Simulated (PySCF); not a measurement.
HO, SMILES `[OH]` (charge 0, multiplicity 2)

Calculation: TPSSh-D3(BJ)/def2-TZVP // B3LYP-D3(BJ)/def2-TZVP (PySCF).

The highest occupied spin orbital comes out as -8.09 eV. The dipole moment is 1.74 D. The total energy is -2061.68 eV and the cost comes out as about 15 core-seconds (a rough figure).

Bonded distances (Å): O1–H2 0.977.
Charge 0, spin multiplicity 2.
